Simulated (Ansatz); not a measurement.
Ideal-gas functions of `CB[O]` radical at 400 K and 1 bar, from an Ansatz frequency run at PBE0-D4/def2-TZVP.

Molar mass 42.85 g/mol, point group Cs (symmetry number 1), electronic degeneracy 2, moments of inertia 9.374, 55.811, 62.059 u Å². Harmonic wavenumbers (cm⁻¹, unscaled): 116, 285, 628, 746, 857, 917, 965, 1263, 1401, 1450, 1454, 2417, 3056, 3133, 3169.

Use S(trans) = R[1.5 ln M + 2.5 ln T − 1.1517]; rotational temperatures θ = 24.2544 K / I; S(rot) = R[ln(√π/σ · √(T³/θAθBθC)) + 1.5]; for each mode x = 1.438777 ν̃/T, S = R[x/(eˣ − 1) − ln(1 − e⁻ˣ)] and H = RT x/(eˣ − 1); 1 cm⁻¹ = 0.0119627 kJ/mol; R = 8.31446 J/(mol·K).

Task: By hand: the entropy, in J/(mol·K).

Result: Translation 161.8. Rotation: θ = 2.5874, 0.4346, 0.3908 K, giving 95.4. Vibration, mode by mode: 15.64, 8.46, 3.11, 2.22, 1.62, 1.36, 1.19, 0.50, 0.33, 0.28, 0.28, 0.01, 0.00, 0.00, 0.00, in all 35.0. Electronic 5.8. Sum 298.0 J/(mol·K).

Task: By hand: H − E and G − E in kJ/mol, counted from the electronic energy.

Result: Zero-point energy ½ × 21857 × 0.0119627 = 130.7; thermal vibration 7.9; translation, rotation and pV give 4 RT = 13.3. H − E = 151.9 kJ/mol, and G − E = 151.9 − 400 × 298.0/1000 = 32.7 kJ/mol.

Vibration gives 12 % of the entropy, 15.6 J/(mol·K) of it from the mode under 150 cm⁻¹: soft modes count most, and the harmonic formula is weakest for them.
